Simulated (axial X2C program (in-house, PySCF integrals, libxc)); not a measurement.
# PN⁻: one setting changed

Calculated with an in-house all-electron X2C program for linear molecules (integrals from PySCF), spin-free (one-electron X2C) or two-component (2c: spin–orbit coupling with atomic mean-field Coulomb and Gaunt terms, which also bring small scalar terms), in Dyall basis sets with cores contracted in-house; open shells are unrestricted.

Basis sets: N dyall-av3z, P dyall-av3z.

Standard run:

| Hamiltonian | level | state | Re (Å) | ωe (cm⁻¹) | De (eV) |
| --- | --- | --- | --- | --- | --- |
| spin-free | PBE0 | M_S = 1/2, Λ = 1 | 1.539 | 1181.7 | 5.41 |
| 2c | PBE0 | Ω = 1/2 | 1.539 | 1181.0 | 5.42 |

The run was repeated with too few iterations allowed (maxit = 5, standard 50 and 80):

| Hamiltonian | level | state | Re (Å) | ωe (cm⁻¹) | De (eV) | points converged |
| --- | --- | --- | --- | --- | --- | --- |
| spin-free | PBE0 | M_S = 1/2, Λ = 1 | n/a | n/a | n/a | 1 |
| 2c | PBE0 | Ω = 1/2 | n/a | n/a | n/a | 0 |

These are results of a setting spoiled on purpose, not properties of the molecule.

Each entry is the lowest single determinant of a limited PBE0 search at one distance. De goes to single-determinant-based atoms at the same level (for ions the charge split of lowest energy) and is withheld (n/a) where an atom does not fit its ground term or J level. Main or longest-lived isotopes. One determinant is a doubtful description, or other states lie close, for PN⁻; these need not be ground states, and all values refer to the states named. Some light 2c atoms are not at their ground J level, so De misses part of their lowering (0.04 eV or less). The functionals have no current term, which raises determinants with orbital currents.
